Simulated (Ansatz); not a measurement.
The same path of AlClFH + H2 (6 atoms, charge 0, multiplicity 1) was run twice with different band settings. Lost on the way: Al1–Cl2, H5–H6. Made: Al1–H5, Cl2–H6.

Computed with RKS BLYP-D4/def2-SVP (Ansatz).

Relaxed end points:

```xyz
6
Properties=species:S:1:pos:R:3
Al 0.023 0.157 0.231
Cl -0.058 0.767 2.257
H 1.366 0.085 -0.580
F -1.435 -0.041 -0.574
H 0.015 -2.239 0.522
H 0.120 -1.994 1.244
```

```xyz
6
Properties=species:S:1:pos:R:3
Al 0.170 -0.524 -0.358
Cl 0.211 -0.083 2.324
H 1.291 0.551 -0.684
F -1.439 -0.051 -0.570
H 0.400 -2.091 -0.215
H -0.601 -1.068 2.604
```

Common settings: spring 5.0 eV/Å²; optimiser quadratic models (default); start path through a guess of the saddle point; force threshold 0.05 eV/Å; iteration limit 60; end points relaxed.

| run | movable images | climbing image |
| --- | --- | --- |
| 1 | 9 | yes |
| 2 | 3 | no |

**Question.** What does each run give, and how far can it be trusted?

**Answer.** Run 1: converged after 10 iterations, highest image 1.325 eV above the first end. A vibrational analysis at the climbing image gives one clearly imaginary mode, 381i cm⁻¹: a first-order saddle point.
Run 2: converged after 9 iterations, highest image 1.320 eV above the first end. No image climbed, so the highest image needn't sit at the top of the path. So few images can step over the top or miss a turn of the path.
The orbitals stay closed-shell, which can raise the energy where a bond breaks towards radicals; this wasn't checked here.
